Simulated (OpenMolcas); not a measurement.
# NO2F (SMILES O=[N+]([O-])F) at MP2/cc-pVTZ

Aim: the energy of NO2F. 

The results are computed with OpenMolcas 26.06.

9 further runs of the same task are left out: 9 set aside as unsound or not needed.

## Step 1: The molecule

NO2F has 4 atoms, charge 0, and is taken as a singlet. SMILES: `O=[N+]([O-])F`. The coordinates come from a PBE0-D4/def2-TZVP relaxation.

Bond lengths: O1–N2 1.170 Å, N2–O3 1.170 Å, N2–F4 1.442 Å. Angles: O1–N2–O3 135.6°, O1–N2–F4 112.2°, O3–N2–F4 112.2°.

## Step 2: The energy at MP2/cc-pVTZ

Input file job.input:

```
&GATEWAY
BasLib
$CurrDir
Coord
4
angstrom
O        0.188290       0.469930       1.120250
N        0.079720      -0.071800       0.089140
O        0.476580      -1.068680      -0.376880
F       -0.744590       0.670550      -0.832510
Basis
cc-pVTZ
Group
NoSym
&SEWARD
&SCF
PrOrbitals
0
&MBPT2
Frozen
0
```

The basis set cc-pVTZ is read from a file made from the Basis Set Exchange's data (not shown).

Command:

```
$ export MOLCAS_MEM=1860
$ pymolcas job.input > job.log
```

What values should one expect? Wanted: total energy; dipole moment; HOMO energy; LUMO energy; HOMO–LUMO gap; correlation energy.

**Answer.** As computed:

Level: MP2/cc-pVTZ.

| quantity | value |
| --- | --- |
| total energy | -304.53604 Eh |
| dipole moment (mean-field density) | 0.07 D |
| HOMO energy (Hartree–Fock orbitals) | -14.61 eV |
| LUMO energy (Hartree–Fock orbitals) | 2.01 eV |
| HOMO–LUMO gap (Hartree–Fock orbitals) | 16.62 eV |
| correlation energy | -1003.5 mEh |

What this shows: Mulliken charges of the mean-field density run from -0.23 on O1 to +0.67 on N2; they depend strongly on the basis.
